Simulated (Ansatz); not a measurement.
Cost and result for the atomization energy of C₃H₆OS (`C/C(S)=C/O`) (11 atoms, 10 bonds).

Cartesian coordinates in Å:
```
C 1.4675 -0.5925 0.3222
C 0.2119 -0.0385 -0.2620
S 0.2579 0.2073 -2.0007
C -0.8532 0.2431 0.4831
O -2.0022 0.7494 -0.0498
H 1.3648 -0.7164 1.4019
H 2.3180 0.0696 0.1341
H 1.7102 -1.5672 -0.1117
H -0.9895 0.6871 -2.1201
H -0.8395 0.0751 1.5555
H -2.6459 0.8831 0.6475
```

Charge 0, multiplicity 1. Geometry: relaxed with PBE0-D4/def2-TZVP. It is one conformer, not always the lowest. Program: Ansatz. All runs use 4 threads of an Arm Neoverse V2 on a shared host. Times are those of one run each, without the atoms' runs, and a repeat can differ threefold. Electronic energies, without spin–orbit coupling; frozen cores. CCSD(T)/CBS adds CCSD(T) − MP2 in def2-TZVPP to the MP2 limit, and its time is that of the two runs behind it. T1 = 0.012. B3LYP takes the VWN-RPA correlation (the form of Gaussian; ORCA's B3LYP/G).

CCSD(T)/CBS is a level of theory with its own doubt, some kJ/mol a heavy atom from the limit and from the frozen cores, so smaller differences don't rank the functionals.

```json
{"level": "PBE-D4/def2-TZVPP (with forces)", "functions": "250", "atomization (kcal/mol)": "1054.8", "difference from CCSD(T)/CBS": "31.5", "per bond": "3.2"}
{"level": "CCSD(T)/def2-TZVPP", "functions": "250", "atomization (kcal/mol)": "995.7", "difference from CCSD(T)/CBS": "-27.6", "per bond": "-2.8"}
{"level": "B2PLYP/def2-TZVPP", "functions": "250", "atomization (kcal/mol)": "1012.0", "difference from CCSD(T)/CBS": "-11.3", "per bond": "-1.1"}
{"level": "B3LYP-D4/def2-TZVPP (with forces)", "functions": "250", "atomization (kcal/mol)": "1023.1", "difference from CCSD(T)/CBS": "-0.2", "per bond": "0.0"}
{"level": "PBE0-D4/def2-TZVPP", "functions": "250", "atomization (kcal/mol)": "1031.5", "difference from CCSD(T)/CBS": "8.2", "per bond": "0.8"}
{"level": "r2SCAN-D4/def2-TZVPP (with forces)", "functions": "250", "atomization (kcal/mol)": "1028.6", "difference from CCSD(T)/CBS": "5.3", "per bond": "0.5"}
{"level": "CCSD(T)/CBS(def2)", "functions": "–", "atomization (kcal/mol)": "1023.3", "difference from CCSD(T)/CBS": "0.0", "per bond": "0.0"}
{"level": "ωB97M-V/def2-TZVPP (with forces)", "functions": "250", "atomization (kcal/mol)": "1027.6", "difference from CCSD(T)/CBS": "4.3", "per bond": "0.4"}
{"level": "MP2/def2-QZVPP", "functions": "478", "atomization (kcal/mol)": "1032.2", "difference from CCSD(T)/CBS": "8.9", "per bond": "0.9"}
{"level": "ωB97X-V/def2-TZVPP", "functions": "250", "atomization (kcal/mol)": "1024.7", "difference from CCSD(T)/CBS": "1.4", "per bond": "0.1"}
```

Task: Order the runs by time, with rough figures. (An estimate is asked.)

Result: Ansatz gave: PBE-D4/def2-TZVPP (with forces) 2.2 s; PBE0-D4/def2-TZVPP 2.5 s; r2SCAN-D4/def2-TZVPP (with forces) 4.2 s; B3LYP-D4/def2-TZVPP (with forces) 4.6 s; B2PLYP/def2-TZVPP 4.9 s; ωB97X-V/def2-TZVPP 7 s; ωB97M-V/def2-TZVPP (with forces) 10 s; MP2/def2-QZVPP 20 s; CCSD(T)/def2-TZVPP 2.2 min; CCSD(T)/CBS(def2) 2.5 min.

The D4 term adds +8.7 kcal/mol with B3LYP and +4.5 kcal/mol with PBE0; it sums over pairs of atoms, weighted by their polarisabilities, and B3LYP, whose exchange is more repulsive, gets the larger term. In def2-TZVPP, CCSD(T) changes the Hartree–Fock value by +268.4 kcal/mol (the triples alone add +18.1 kcal/mol) and MP2 by +288.5 kcal/mol; breaking electron pairs costs correlation energy, which Hartree–Fock lacks. From PBE to PBE0 (25 % exact exchange), in def2-TZVPP and without D4, the atomization energy moves by −22.4 kcal/mol: exact exchange takes away binding that semilocal exchange gives to molecules.
